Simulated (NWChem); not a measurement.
# A calculation on formic acid (CH2O2)

SMILES: C(O)=O
```xyz
5

O      0.7441     0.8276     0.0000
C      0.1773    -0.3776     0.0000
O     -1.0006    -0.5842     0.0000
H      0.0245     1.4806     0.0000
H      0.9640    -1.1615     0.0000
```
Charge 0, spin multiplicity 1.

All runs are NWChem calculations. Structure: optimised with PBE0/def2-SVP, a minimum by its harmonic frequencies. It is one conformer; others weren't searched.

The correlated methods keep 3 core orbitals frozen.

Worked example. A B2PLYP run in 3-21G ends its self-consistent part (53 % exact exchange, 47 % B88, 73 % LYP) at -188.35963 Ha, and second-order perturbation theory on those orbitals gives -0.42226 Ha unscaled.

The perturbative term enters with the weight 0.27: -188.35963 + 0.27·(-0.42226) = -188.47364 Ha is the total energy.
